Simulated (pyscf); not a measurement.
PySCF, gas phase, ωB97X-D3(BJ)/def2-SVP geometries.

Task: For the elementary gas-phase step F–Mo(F)(F)(F)(F)–O–SiH₃ + hydrogen (H₂) → F–MoH(F)(F)(F)–F + silanol (HO–SiH₃) (singlet surface; Mo–O, H–H broken, H–Mo, H–O formed), what barrier and reaction energy does r²SCAN/def2-TZVP give, measured from the separated reactants?

Result: ΔE‡ = 1.77 eV, ΔE = +1.41 eV. ωB97M-D3(BJ)/def2-TZVP gives 1.90 eV and +1.08 eV. Zero-point energy shifts the barrier by +0.18 eV. It is a four-centre exchange, with an imaginary mode of 1291i cm⁻¹. On the product side the descent ends in an adduct with a Mo–O contact, 0.61 eV under the separated species and 1.31 eV under the saddle at ωB97X-D3(BJ)/def2-TZVP. What is counted as broken (Mo–O) persists as a longer contact in the product adduct; parting that adduct is a step of its own. At the saddle there is also a short H–Mo contact that neither side keeps. One saddle was located; it need not be the lowest between these sides. Elements past Kr carry the def2 core potentials, without spin-orbit coupling.
